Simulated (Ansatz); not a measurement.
**Trigonal Se**

Calculation: r²SCAN-D4 (Ansatz, an electronic-structure program, PAW).

Settings: plane-wave cutoff 500 eV, 12×12×8 k mesh (along the axes of the cell as run), gaussian smearing 0.02 eV, scalar-relativistic PAW data made under PBE.

Cell: relaxed at this level.

```json
{
 "equilibrium_volume_per_atom": "27.49 Å³/atom",
 "lattice_constant_a": "4.357 Å",
 "c axis length": "5.016 Å",
 "band_gap": "1.16 eV (on the SCF k mesh)"
}
```

Measured, for comparison: lattice constant a 4.365 Å, lattice parameter c 4.958 Å (293 K, not corrected to a static lattice; as tabulated in Wikipedia's data pages). Computed (rounded) less measured: lattice constant a -0.2 %, lattice parameter c +1.2 %.

Spin–orbit coupling is not included.

The computed numbers hold no vibrational or temperature effects.

It cost around 4 core-minutes (rough) of CPU time.
